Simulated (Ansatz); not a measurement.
## How far each method lies from full CI for HNP⁺, triplet

Geometry: that of the HNP, doublet, kept fixed. The singlet lies 3.3 eV lower here.

```xyz
3

N     0.0000   -0.1179    1.0172
P     0.0000    0.0319   -0.5145
H     0.0000    0.6571    1.6748
```

Basis 6-31G; Ansatz 0.2.0. Only valence electrons are correlated (noble-gas cores frozen), which leaves 10 electrons in 18 orbitals. Prefix R: restricted or restricted open-shell reference; prefix U: unrestricted. Active spaces: valence = (10e, 9o) chosen from the atoms' valence shells.

Full CI is exact within this basis and frozen core; it isn't the basis-set limit. The frozen core follows each run's orbitals, which can shift R against U totals by a few meV.

For open shells CISD is restricted-active-space CI with the open shells as a complete middle space.

- UHF ⟨S²⟩: 2.044
- T1 diagnostic (RCCSD): 0.0459
- largest doubles amplitude (RCCSD): 0.173
- T1 diagnostic (UCCSD): 0.0488

```json
{"level": "RHF", "E − E(full CI) (kcal/mol)": "99.62", "share of correlation (%)": "0.00", "wall time": "–"}
{"level": "UHF", "E − E(full CI) (kcal/mol)": "98.35", "share of correlation (%)": "1.28", "wall time": "–"}
{"level": "RMP2", "E − E(full CI) (kcal/mol)": "20.77", "share of correlation (%)": "79.15", "wall time": "–"}
{"level": "UMP2", "E − E(full CI) (kcal/mol)": "21.65", "share of correlation (%)": "78.26", "wall time": "–"}
{"level": "CISD", "E − E(full CI) (kcal/mol)": "11.73", "share of correlation (%)": "88.22", "wall time": "0.76 s"}
{"level": "RCCSD", "E − E(full CI) (kcal/mol)": "5.85", "share of correlation (%)": "94.12", "wall time": "–"}
{"level": "UCCSD", "E − E(full CI) (kcal/mol)": "5.85", "share of correlation (%)": "94.13", "wall time": "–"}
{"level": "RCCSD(T)", "E − E(full CI) (kcal/mol)": "2.23", "share of correlation (%)": "97.76", "wall time": "1.7 s"}
{"level": "UCCSD(T)", "E − E(full CI) (kcal/mol)": "2.33", "share of correlation (%)": "97.66", "wall time": "1.3 s"}
{"level": "BCCD(T)", "E − E(full CI) (kcal/mol)": "2.28", "share of correlation (%)": "97.71", "wall time": "1.5 s"}
{"level": "RCCSDT", "E − E(full CI) (kcal/mol)": "0.52", "share of correlation (%)": "99.48", "wall time": "–"}
{"level": "UCCSDT", "E − E(full CI) (kcal/mol)": "0.52", "share of correlation (%)": "99.48", "wall time": "–"}
{"level": "RCCSDT(Q)", "E − E(full CI) (kcal/mol)": "-0.01", "share of correlation (%)": "100.01", "wall time": "4.3 s"}
{"level": "UCCSDT(Q)", "E − E(full CI) (kcal/mol)": "-0.04", "share of correlation (%)": "100.04", "wall time": "4.2 s"}
{"level": "RCCSDTQ", "E − E(full CI) (kcal/mol)": "0.04", "share of correlation (%)": "99.96", "wall time": "41 s (H100)"}
{"level": "UCCSDTQ", "E − E(full CI) (kcal/mol)": "0.04", "share of correlation (%)": "99.96", "wall time": "37 s (H100)"}
{"level": "CASSCF (valence space)", "E − E(full CI) (kcal/mol)": "34.78", "share of correlation (%)": "65.09", "wall time": "–"}
{"level": "NEVPT2 (valence space)", "E − E(full CI) (kcal/mol)": "8.89", "share of correlation (%)": "91.07", "wall time": "2.2 s"}
{"level": "MRCISD (valence space)", "E − E(full CI) (kcal/mol)": "2.34", "share of correlation (%)": "97.65", "wall time": "–"}
{"level": "MRCISD+Q (valence space)", "E − E(full CI) (kcal/mol)": "1.50", "share of correlation (%)": "98.49", "wall time": "3.5 s"}
```

The correlation energy at full CI, counted from RHF, is -4.320 eV. That run took 19 s on 2 threads of AMD EPYC 7R13 with a shared H100 80 GB, shared host over 36,719,424 determinants.

Times hold each run's SCF and search for its determinant on a shared host, so for small cases they say little of a method's own cost; rows without a card ran on 1 thread of AMD EPYC 7R13.

The full-CI state has the irrep A' of Cs, in the program's axes.

Natural occupations of full CI about the gap: 1.982 1.969 1.949 1.777 1.135 0.871 0.225 0.032 0.024 0.009; effectively unpaired electrons, Σ n²(2−n)², 2.27.
